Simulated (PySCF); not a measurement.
## NaMg⁺: frontier orbitals

r²SCAN at R = 3.214 Å; basis Na aug-cc-pVDZ, Mg aug-cc-pVDZ; no relativity; PySCF 2.14. State: ¹Σ⁺ (singlet), closed shell. Only the outer orbitals are listed, counted within each symmetry.

```csv
orbital,occ.,ε (eV),on Na (%),main shells (%)
1π,2,-53.14,0,100 Mg p
1π,2,-53.14,0,100 Mg p
5σ,2,-53.13,0,100 Mg p
2π,2,-35.78,100,100 Na p
2π,2,-35.78,100,100 Na p
6σ,2,-35.75,100,100 Na p
7σ,2,-9.48,16,"82 Mg s, 9 Na s"
8σ,0,-6.35,44,"43 Na s, 41 Mg p, 14 Mg s"
3π,0,-5.35,15,"83 Mg p, 12 Na p"
3π,0,-5.35,15,"83 Mg p, 12 Na p"
```

Problem. Which are the highest filled and the lowest empty level, where do they sit, and how wide is the gap?

Solution. Highest filled 7σ at -9.48 eV (in %: 82 Mg s, 9 Na s); lowest empty 8σ at -6.35 eV (in %: 43 Na s, 41 Mg p, 14 Mg s); the gap at r²SCAN is 3.13 eV.

The bond order (Mayer) is 0.54. The ⟨S²⟩ is 0.000, the charge on Na (Mulliken, basis-dependent) is 0.67 and the charge on Na (Löwdin, basis-dependent) is 0.47. The dipole moment (positive dipole points towards Mg; it is taken about the centre of mass and depends on that origin) is -3.04 D.

Closed-shell solutions of metal pairs were not tested for spin polarisation, which can lower them a little.
